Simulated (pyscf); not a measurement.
Structures and frequencies: ωB97X-D3(BJ)/def2-SVP in PySCF. MP2 and CC: frozen core, UHF for open shells. ΔMP2 is the change of the MP2 total energy from the triple- to the quadruple-zeta basis.

Estimate by transition-state theory the rate constant of SH• (SMILES [SH]) + CH₄ (SMILES C) -> H₂S (SMILES S) + CH₃• (SMILES [CH3]) (doublet surface; C–H broken, H–S formed) at 900 K, with CCSD(T)/def2-TZVPP + ΔMP2(QZVPP) energies (ideal gas, 1 atm, RRHO with modes under 100 cm⁻¹ raised to 100, one conformer, R ln 2 for rigid chiral ones; no tunnelling).

The electronic barrier is 20.4 kcal/mol and the thermal terms add +14.5, so ΔG‡ = 34.9 kcal/mol. With k_BT/h = 1.88e+13 s⁻¹ and RT = 1.788 kcal/mol, and a volume of 1.23e-19 cm³ per molecule at 1 atm, k = 7.7e-15 cm³ molecule⁻¹ s⁻¹. Wigner's tunnelling factor for 590i cm⁻¹ would be 1.04. A shift of 1 kcal/mol in the barrier changes k by a factor 1.7. One saddle was located; it need not be the lowest between these sides. The angle at the transferred H is 175°. The CCSD(T) − MP2 part came from Ansatz, without density fitting, on the same reference. Left out: orbital degeneracy and the spin-orbit lowering of SH.
